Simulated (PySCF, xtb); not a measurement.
Bonds broken one at a time in the series Al CH3-I. Isolated molecules, 0 K electronic values unless said otherwise. Strings in code marks are SMILES.

Quantity: homolytic bond dissociation enthalpy at 298 K (no spin–orbit term), in eV. Enthalpy corrections at 298 K come from GFN2-xTB frequencies (xtb).

A: C–Al bond of `[CH3][Al]([CH3])[I]`, giving `[CH3]` and `[CH3][Al][I]`
B: Al–I bond of `[CH3][Al]([CH3])[I]`, giving `[CH3][Al][CH3]` and `[I]`
C: C–Al bond of `[CH3][Al]([CH3])[CH3]`, giving `[CH3]` and `[CH3][Al][CH3]`

Order them by homolytic bond dissociation enthalpy at 298 K (no spin–orbit term) (lowest first) at the level PBE-D3(BJ)/def2-TZVP // B3LYP-D3(BJ)/def2-TZVP (PySCF).

A (3.39 eV), C (3.46 eV), B (3.98 eV)
